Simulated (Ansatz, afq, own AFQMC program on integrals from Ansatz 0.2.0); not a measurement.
## AlGeH$_{2}$, doublet → AlGeH2⁻, triplet

```csv
atom,x (Å),y (Å),z (Å)
Ge,-0.0108,0.0000,0.6644
Al,-0.0327,0.0000,-1.7631
H,0.8273,-1.0534,-0.3408
H,0.8273,1.0534,-0.3408
```

Connectivity, by distances: Ge–Al, 2 bridging H.

E(triplet, charge -1) − E(doublet, charge +0) at this geometry, on UHF and UHF determinants.

Basis aug-cc-pVDZ. Noble-gas cores (and the filled d shells of Ga–Kr and In–Xe) are frozen. Integrals, coupled cluster, full CI and functionals: Ansatz 0.2.0; the random walks run on the same integrals in our own AFQMC program. ph-AFQMC/CISD is guided by a CISD state made of CCSD amplitudes; releasing the constraint for a short imaginary time cuts its bias at the price of noise, slowly where states lie close. Error bars are statistical, one sigma. No spin–orbit coupling. The errors of all members are added in quadrature.

No full CI on the walks' own integrals is used here; CCSDT(Q) serves as the reference and is uncertain by about the last step of the cluster series. Each member takes its own surest rung, up to full CI.

Errors are counted within aug-cc-pVDZ, not against nature.

Cautions: inner d shell frozen; no relativity below Rb; no spin-orbit coupling; AlGeH₂ (doublet): unrestricted determinant spin contaminated (⟨S²⟩ 0.85 against 0.75), the released energies are still falling, so no released level is given (meV from the phaseless value at times in 1/Eh: -2 ± 4 at 0.24, -7 ± 3 at 0.51, -14 ± 3 at 0.99, -16.4 ± 2.3 at 1.62, -18 ± 3 at 2.40), though the last usable value meets CCSDT(Q) within the noise, its ph-AFQMC/CISD value lies 18 ± 5 meV above CCSDT(Q); AlGeH₂⁻ (triplet): another spin lies lower, at this level and basis the anion state lies above a neutral one, the determinant is a saddle point among determinants of its kind, strong correlation (T1 0.061, weight of the determinant 0.79, largest double 0.04), unrestricted determinant spin contaminated (⟨S²⟩ 2.10 against 2.00), the released energies are still falling, so no released level is given (meV from the phaseless value at times in 1/Eh: 0 ± 4 at 0.24, -7 ± 4 at 0.51, -11 ± 4 at 0.99, -15 ± 4 at 1.62, -21 ± 4 at 2.40), the ph-AFQMC/HF walk drifts between its halves (2.1 errors), its ph-AFQMC/CISD value lies 38 ± 4 meV above CCSDT(Q); at this level and basis the anion state lies above a neutral one.

Reference (CCSDT(Q)): 3.8 kcal/mol.

```
        level  vertical energy of electron attachment (kcal/mol)  error against CCSDT(Q) (kcal/mol)
           HF                                               13.8                               10.0
          MP2                                                5.5                                1.7
         CCSD                                                5.4                                1.6
      CCSD(T)                                                4.1                                0.3
        CCSDT                                                3.9                                0.2
  ph-AFQMC/HF                                          4.1 ± 0.8                          0.3 ± 0.8
ph-AFQMC/CISD                                          4.2 ± 0.1                          0.5 ± 0.1
```

Correlation beyond CCSD(T) takes off 0.3 kcal/mol. The perturbative (T) step is worth −1.3 kcal/mol. Where the cautions show a poor determinant, the low rows tell how each method copes with it, not its usual error.

A walk keeps the symmetry of its determinant, which the program's search chose and which needn't be the lowest solution, so a lower state of the same spin and another symmetry isn't excluded.
